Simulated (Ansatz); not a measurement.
# AlLiH2 (singlet): the correlation ladder at distance Al1–Li2 = 2.384 Å, 6-31G

An exercise on one series of results from a longer session: the logs are not shown, and one member is left open.

Program: Ansatz 0.2.0, Gaussian basis. Level of theory: 6-31G, core rule «outside noble gas», up to 6 orbitals frozen. These are calculated values, not measurements.

To be run: UHF; CCSD(T) on RHF; BCCD(T) on RHF; CISD; CCSDT(Q) on RHF; CCSDTQ on RHF; CASSCF and MRCISD+Q, 2 electrons in 2 orbitals; CASSCF and NEVPT2, 2 electrons in 2 orbitals; Full CI.

41 further runs of the same task are left out: 22 for a known fault of the program, 15 that didn't finish, 4 set aside as unsound or not needed.

### The geometry

The geometry derives from a PBE0/def2-TZVP stationary point (not a proven minimum). One bond is set to the value named and the two fragments are kept rigid.

4 atoms, charge 0, spin multiplicity 1.

Atoms are counted from 1 here; the program's logs count them from 0.

Bond lengths: Al1–Li2 2.384 Å, Al1–H3 1.618 Å, Al1–H4 1.618 Å. Angles: Li2–Al1–H3 126.1°, Li2–Al1–H4 126.1°, H3–Al1–H4 107.9°.

Set-up of the first run:

The input, in.yaml:

```yaml
crystal:
  periodic: [false, false, false]
  atoms:
    - {symbol: Al, position_ang: [0.000000, 0.000000, 0.407013]}
    - {symbol: Li, position_ang: [0.000000, 0.000000, -1.976987]}
    - {symbol: H, position_ang: [0.000000, 1.307862, 1.359422]}
    - {symbol: H, position_ang: [0.000000, -1.307862, 1.359422]}
basis:
  gaussian: {orbitals: 6-31G}
magnetization: {spin_polarized: true, initial_magnetization: 0}
hamiltonian: {xc: hf}
output: {orbitals: {seedname: orbitals}}
```

Run with:

```bash
> ansatz run in.yaml --threads 1 --pin off --events-out ev --progress --plain --max-ram 2393MiB
```

Among the steps run: UHF; CCSD(T) on RHF; BCCD(T) on RHF; CISD; CCSDT(Q) on RHF; CCSDTQ on RHF; CASSCF and MRCISD+Q, 2 electrons in 2 orbitals; CASSCF and NEVPT2, 2 electrons in 2 orbitals; Full CI.

One of the session's tables, all rows but one given; the rest of the session is left out.

```
       method  from FCI (meV)
          RHF         +1711.5
         RMP2          +548.1
         CISD           +99.2
        RCCSD           +37.3
     RCCSD(T)           +12.3
      BCCD(T)               ?
       RCCSDT            +2.0
    RCCSDT(Q)            +0.6
      RCCSDTQ             0.0
  CASSCF pair         +1313.4
  NEVPT2 pair          +463.9
  MRCISD pair           +61.0
MRCISD+Q pair           -12.4
          FCI               0
```

Q: Estimate the row for BCCD(T) from the others.

As computed: from FCI (meV): +12.1. In the column «from FCI (meV)» it lies between RCCSDT (+2.0) and RCCSD(T) (+12.3).

To keep in mind: MRCISD+Q pair falls below full CI: the +Q correction isn't variational, and the cores differ from full CI's.
